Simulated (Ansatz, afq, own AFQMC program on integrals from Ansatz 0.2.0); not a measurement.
## AFQMC, coupled cluster and functionals along a coordinate of HCl + F, doublet

```yaml
atoms:
  - { symbol: Cl, position_ang: [0.0000, 0.0000, -1.3569] }
  - { symbol: H, position_ang: [0.0000, 0.0000, -0.0781] }
  - { symbol: F, position_ang: [0.0000, 0.0000, 1.4351] }
```

A hydrogen atom is moved from one rigid fragment to the other; the Cl1–H2 distance tells how far. The two fragments are held close together, so this isn't a minimum-energy path and the start is a compressed complex. Energies in eV count from this geometry (1.279 Å) at the same level; the start stands on UHF, each point on the determinant named.

Basis cc-pVTZ. Noble-gas cores (and the filled d shells of Ga–Kr and In–Xe) are frozen. Ansatz 0.2.0 and our own AFQMC program on the same integrals; the CISD trial comes from CCSD amplitudes, and released means the phaseless constraint is let go. ± is one standard error of the sampling.

Cautions, each for one point or more: the search met a lower determinant of the same kind, perhaps of another symmetry, and this one is a saddle point; unrestricted determinant slightly spin contaminated; unrestricted determinant spin contaminated.

| r(Cl1–H2) / Å | det. | T1 | weight | ⟨S²⟩ | PBE0 | B2PLYP | CCSD(T) |
| --- | --- | --- | --- | --- | --- | --- | --- |
| 1.454 | UHF | 0.030 | 0.85 | 0.80 | -0.035 | 0.028 | 0.120 |
| 1.542 | UHF | 0.032 | 0.85 | 0.85 | -0.149 | -0.092 | 0.010 |
| 1.629 | UHF† | 0.013 | 0.88 | 0.76 | -0.465 | -0.519 | -0.508 |
| 1.717 | UHF† | 0.010 | 0.88 | 0.76 | -0.900 | -1.011 | -1.037 |
| 1.892 | UHF† | 0.008 | 0.89 | 0.76 | -1.335 | -1.483 | -1.564 |

Estimate the curve of CCSDT(Q), counted from the same start.


```csv
r(Cl1–H2) / Å,det.,T1,weight,⟨S²⟩,CCSDT(Q),ph-AFQMC/CISD
1.454,UHF,0.030,0.85,0.80,0.103,0.121 ± 0.008
1.542,UHF,0.032,0.85,0.85,-0.011,0.022 ± 0.008
1.629,UHF†,0.013,0.88,0.76,-0.511,-0.519 ± 0.008
1.717,UHF†,0.010,0.88,0.76,-1.035,-1.041 ± 0.008
1.892,UHF†,0.008,0.89,0.76,-1.558,-1.572 ± 0.008
```

Weight is that of the determinant in the CISD state; at the start T1 is 0.016 and the weight 0.88, and ⟨S²⟩ is 0.76. A dagger marks points whose determinant fills other symmetries than the start's, so the wave-function levels may follow another state there, or a degenerate partner. Largest departures from CCSDT(Q), at the points where its series has closed: CCSD(T) 0.020 eV at 1.542 (on UHF), ph-AFQMC/CISD 0.033 eV at 1.542 (on UHF), PBE0 -0.138 eV at 1.454, B2PLYP -0.081 eV at 1.542. Functionals count only at points shown to share the start's state and spin. In total energy ph-AFQMC/CISD lies 26 ± 6 meV above CCSDT(Q) at the start, so its agreement along the curve rests in part on cancellation.

A walk keeps the symmetry of its determinant, which the program's search chose and which needn't be the lowest solution, so a lower state of the same spin and another symmetry isn't excluded.
